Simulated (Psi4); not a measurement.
# NF3 (nitrogen trifluoride): entropy by statistical mechanics

A singlet with charge 0, relaxed at r2SCAN-D4/def2-SVP (density fitting) (Psi4 1.11):

```xyz
4

F     0.6191   -0.0014    1.0774
N     0.3590   -0.0749   -0.2705
F    -0.6427   -1.0155   -0.3158
F    -0.3339    1.0917   -0.4923
```

Harmonic wavenumbers in cm⁻¹: 332, 598, 737, 884, 1022, 1057.

Masses in u: F 18.998, N 14.007. Take T = 298.15 K, p = 1 bar, R = 8.3145 J/(mol K), kT/hc = 207.22 cm⁻¹, rigid rotor and harmonic oscillator.

Compute the standard molar entropy.


1. Translation (Sackur–Tetrode): S = R[3/2 ln M + 5/2 ln T − 1.1517] with M = 71.001 gives 162.0 J/(mol K).
2. Rotation: principal moments 47.472, 47.540, 86.728 u Å² give A, B, C = 0.3551, 0.3546, 0.1944 cm⁻¹; the symmetry number is σ = 3; q = (√π/σ)√((kT/hc)³/ABC) = 11264; S = R(ln q + 3/2) = 90.0.
3. Vibration: with u = ν̃/207.22, each mode gives R[u/(eᵘ − 1) − ln(1 − e⁻ᵘ)]; the sum is 9.5, most from 332 cm⁻¹ (5.2), 598 cm⁻¹ (1.9), 737 cm⁻¹ (1.1).
4. Spin: R ln 1 = 0.0.
5. Sum: 162.0 + 90.0 + 9.5 + 0.0 = 261.5 J/(mol K).

The tabulated value is 260.8 J/(mol K) (CRC Handbook of Chemistry and Physics): the model is off by +0.7.
